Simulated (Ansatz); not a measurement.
# CH3FSi: the cost of one run

All numbers below are computed with Ansatz 0.2.0 (RKS PBE/def2-SVP).

**1. Starting point**

Bond lengths: C1–Si2 1.790 Å, Si2–F3 1.589 Å, C1–H4 1.112 Å, C1–H5 1.100 Å, C1–H6 1.095 Å. Angles: C1–Si2–F3 106.4°, Si2–C1–H4 111.2°, Si2–C1–H5 115.5°, Si2–C1–H6 115.1°, H4–C1–H5 102.1°, H4–C1–H6 105.7°, H5–C1–H6 106.0°.

Structure file:

```xyz
6

C    -0.3082    0.3455   -0.1817
Si    0.4526   -0.5827    1.1460
F     1.4153   -1.6423    0.4567
H    -0.9724    1.1442    0.2143
H     0.3840    0.9157   -0.8183
H    -0.9292   -0.2444   -0.8632
```

**2. Relaxing the start**

input.yaml

```yaml
crystal:
  periodic: [false, false, false]
  atoms:
    - { symbol: C, position_ang: [-0.3082, 0.3455, -0.1817] }
    - { symbol: Si, position_ang: [0.4526, -0.5827, 1.146] }
    - { symbol: F, position_ang: [1.4153, -1.6423, 0.4567] }
    - { symbol: H, position_ang: [-0.9724, 1.1442, 0.2143] }
    - { symbol: H, position_ang: [0.384, 0.9157, -0.8183] }
    - { symbol: H, position_ang: [-0.9292, -0.2444, -0.8632] }
basis:
  gaussian: { orbitals: def2-SVP }
hamiltonian:
  xc: pbe
relax:
  f_tol: 0.02
  max_steps: 40
```

Started as:

```bash
> ansatz run input.yaml --threads 1 --pin off --max-ram 2048MiB --backend cpu --events-out ev --progress --plain --runs-dir out
```

**Question.** How long does this run take on 1 thread of Intel Xeon Platinum 8488C (Sapphire Rapids), shared host, and how much memory does it need?

About 7.8 s, with a peak of 0.13 GiB.
